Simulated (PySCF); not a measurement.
## The first ionisation energy along group 13

All values are computed (PySCF 2.14, energy differences of UHF-based or UKS calculations, no spin-orbit coupling). Values in eV. The last column holds reference values (NIST; (s) semi-empirical, (t) theoretical, else measured). Unmarked ones compare directly (S terms, centres of terms, or small fine structure); those marked * lie between the lowest fine-structure levels and include a spin-orbit shift.

| element | configurations | UHF | MP2 (valence) | SCS-MP2 (valence) | CCSD (valence) | CCSD(T) (valence) | reference |
| --- | --- | --- | --- | --- | --- | --- | --- |
| B (def2-SVP, non-relativistic) | [He] 2s2 2p1 → [He] 2s2 | 8.126 | 8.208 | 8.169 | 8.060 | 8.083 | 8.297 |
| Al (def2-SVP, non-relativistic) | [Ne] 3s2 3p1 → [Ne] 3s2 | 5.558 | 5.656 | 5.635 | 5.704 | 5.720 | 5.977 |
| Ga (def2-SVP, non-relativistic) | [Ar] 3d10 4s2 4p1 → [Ar] 3d10 4s2 | 5.550 | 5.683 | 5.662 | 5.738 | 5.753 | 5.931 |
| In (def2-SVP with the def2 core potential (28 electrons), ECP) | [Kr] 4d10 5s2 5p1 → [Kr] 4d10 5s2 | 5.199 | 5.326 | 5.309 | 5.380 | 5.391 | 5.603 |

Q: Which of these methods has the smallest mean absolute error against the measured values here?

A: CCSD(T) (valence), with 0.215 eV.

| method | elements | mean error (eV) | mean absolute error (eV) | largest error (eV) |
| --- | --- | --- | --- | --- |
| UHF | 4 | -0.344 | 0.344 | -0.419 |
| MP2 (valence) | 4 | -0.234 | 0.234 | -0.321 |
| SCS-MP2 (valence) | 4 | -0.258 | 0.258 | -0.342 |
| CCSD (valence) | 4 | -0.231 | 0.231 | -0.272 |
| CCSD(T) (valence) | 4 | -0.215 | 0.215 | -0.257 |

Errors include the incompleteness of the basis and the frozen core.

"Valence" correlates the outer s and p shells and, in groups 3 to 12 and the f block, the outer d or f shell, open or full, or the next shell where the ion has no valence electron left; the wider scheme adds the next inner shell.
